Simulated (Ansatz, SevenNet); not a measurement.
For diamond-structure Ge, the machine-learned potential SevenNet-0 (trained on PBE and PBE+U data) gives:

| Quantity | Value |
|---|---|
| elastic constant C11 | 61.1 GPa |
| elastic constant C44 | 10.4 GPa |
| Voigt–Reuss–Hill shear modulus | 11.5 GPa |

### Question
What does LC-ωPBE (plane waves, PAW; Ansatz, a first-principles code) give for the same quantities?

### Answer

- elastic constant C11: 167 GPa (increases by 170 %)
- elastic constant C44: 85.3 GPa (goes up by 720 %)
- Voigt–Reuss–Hill shear modulus: 70.0 GPa (increases by 510 %)

For comparison: elastic constant C11 131 GPa (measured, low temperature, zero-point motion not removed; as tabulated in Tanner et al. (2021), arXiv:2110.11888); elastic constant C44 68 GPa (measured, low temperature, zero-point motion not removed; as tabulated in Tanner et al. (2021), arXiv:2110.11888).

Changes are worked out from the printed values.

Unless a cell is named, each level is at its own relaxed cell (SevenNet-0 23.76, LC-ωPBE 21.56 Å³/atom).

Ansatz's density-functional and Hartree–Fock values are scalar-relativistic unless marked +SOC, with PAW data made under PBE.
